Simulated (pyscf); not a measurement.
## Four-centre exchange: F–Bi(F)–F + SiH₄ → F–BiH–F + F–SiH₃

Gas phase, singlet surface, charge 0. Bonds broken: Bi1–F2, Si5–H6. Bonds formed: Bi1–H6, F2–Si5. Single points on ωB97X-D3(BJ)/def2-SVP structures (PySCF, gas phase).

Transition state (Å):

```xyz
9

Bi    -2.1858    -0.7214     0.7332
F     -0.0869    -0.1310     1.0562
F     -1.5294    -2.4184    -0.1168
F     -3.6081    -0.4293    -0.7024
Si     0.2109     0.7632    -0.7322
H     -1.3482     0.4950    -0.7245
H      1.0967    -0.3950    -0.9963
H      0.0354     1.3826    -2.0995
H      0.6615     1.9143     0.0910
```

One imaginary mode, 191i cm⁻¹; descent along it reached the two sides named, in the forms told below.

| bond | change | reactant side (Å) | saddle | product side |
|---|---|---|---|---|
| Bi1–F2 | breaks | 2.022 | 2.204 | 2.6 |
| Si5–H6 | breaks | 1.487 | 1.582 | 3.8 |
| Bi1–H6 | forms | 3.3 | 2.075 | 1.798 |
| F2–Si5 | forms | 3.0 | 2.022 | 1.671 |

Electronic energies relative to the separated reactants (kcal/mol):

```
level                   barrier  reaction energy  reverse barrier
----------------------  -------  ---------------  ---------------
ωB97X-D3(BJ)/def2-TZVP     14.3             -8.2             22.4
PBE/def2-TZVP              15.9             -5.0             20.9
r²SCAN/def2-TZVP           15.5             -7.1             22.6
B3LYP-D3(BJ)/def2-TZVP     16.3             -8.3             24.6
PBE0-D3(BJ)/def2-TZVP      15.0             -8.4             23.4
M06-2X/def2-TZVP           16.6            -10.8             27.4
ωB97M-D3(BJ)/def2-TZVP     17.3             -9.6             26.9
HF/def2-TZVP               29.5            -15.3             44.8
```

With ωB97M-D3(BJ)/def2-TZVP energies and thermal terms (ideal gas, 1 atm, RRHO with modes under 100 cm⁻¹ raised to 100, one conformer, R ln 2 for chiral ones without a mode under 150 cm⁻¹), in kcal/mol:

```
T (K)   ΔH‡   ΔG‡    ΔH     ΔG
-----  ----  ----  ----  -----
298    18.1  28.0  -9.6  -10.9
600    18.5  37.8  -9.8  -12.2
900    19.0  47.4  -9.8  -13.4
1200   19.6  56.7  -9.8  -14.6
```

On the product side the descent ends in a bound adduct, 8.6 kcal/mol under the separated species and 31.0 kcal/mol under the saddle at ωB97X-D3(BJ)/def2-TZVP. One saddle was located; it need not be the lowest between these sides. Elements past Kr carry the def2 core potentials, without spin-orbit coupling.
